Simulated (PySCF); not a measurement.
A species of formula C6H8 has this rotational fingerprint, computed with PBE0-D3(BJ)/def2-SVP geometry optimisation, gas phase in PySCF 2.14.0:

```
Rotational constants : A = 4957, B = 4095, C = 2308 MHz
Dipole components    : |μa| = 0.00 D, |μb| = 0.48 D, |μc| = 0.00 D
Inertial defect      : -6.42 u·Å²
κ                    : 0.35
```

Question: Which candidate fits, each taken in the one conformer that was computed?
A. `[CH2:1]=[CH:2]/[CH:3]=[CH:4]/[CH:5]=[CH2:6]` with C1–C2–C3–C4 180°, C3–C4–C5–C6 180°
B. `C1CC2=C1CC2`
C. `C=C1CCC1=C`

Answer: C. It is C=C1CCC1=C, an asymmetric top, point group C2v. The candidates at the same level (rigid rotor, commonest isotopes):

```tsv
SMILES	A (MHz)	B (MHz)	C (MHz)	μa (D)	μb (D)	μc (D)	Δ (u·Å²)	point group	rotor
C=C/C=C/C=C	26496	1335	1271	0.00	0.00	0.00	0.00	C2h	near-prolate asymmetric top
C=C1CCC1=C	4957	4095	2308	0.00	0.48	0.00	-6.42	C2v	asymmetric top
C1CC2=C1CC2	8429	3420	2595	0.00	0.00	0.13	-12.96	near D2h	asymmetric top
```

`C=C/C=C/C=C` has A 434 % too high; `C1CC2=C1CC2` has A 70 % too high. In the right answer the symmetry axis of this C2v structure is b, so μa and μc vanish by symmetry. No structure here is proved a minimum.
